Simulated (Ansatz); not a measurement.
The input, for Ansatz 0.2.0:

```yaml
crystal:
  periodic: [false, false, false]
  atoms:
    - {symbol: B, position_ang: [0.000000, 0.000000, 2.250662]}
    - {symbol: Be, position_ang: [0.000000, 0.000000, -2.879338]}
    - {symbol: H, position_ang: [0.000000, 1.003181, 2.912518]}
    - {symbol: H, position_ang: [0.000000, -1.003180, 2.912518]}
    - {symbol: H, position_ang: [0.000000, 0.000000, -4.220567]}
basis:
  gaussian: {orbitals: STO-3G}
magnetization: {spin_polarized: false}
hamiltonian: {xc: hf}
accuracy: high
output: {orbitals: {seedname: orbitals}}
```

```sh
$ ansatz run in.yaml --threads 1 --pin off --events-out ev --progress --plain --max-ram 2393MiB
```

Task: Roughly how long does this take on 1 thread of Arm Neoverse V1, shared host, and how much host memory?

Result: 0.06 s wall and 0.17 GiB.

```
182 factors; integrals over basis functions are off by at most 3.4e-8 eV
mean field evaluation 1: about -1086.4198 eV, gradient 1.6e1 eV
mean field evaluation 2: about -1086.4097 eV, gradient 1.6e1 eV
mean field evaluation 4: about -1088.7503 eV, gradient 1.6e1 eV
mean field evaluation 8: about -1092.2349 eV, gradient 1.9e0 eV
mean field evaluation 16: about -1092.2556 eV, gradient 4.4e-7 eV
mean field -1092.25557062 eV, -40.1396518627 hartree, gradient 1.8e-8 eV, S^2 0.000000; 1 other end points of the search recorded, 0 dependent functions left out
reference -1092.25557062 eV, -40.1396518627 hartree; 6, 6 occupied and 7, 7 virtual orbitals, 182 factors
Total energy: -1092.25557062 eV, -40.1396518627 hartree
```
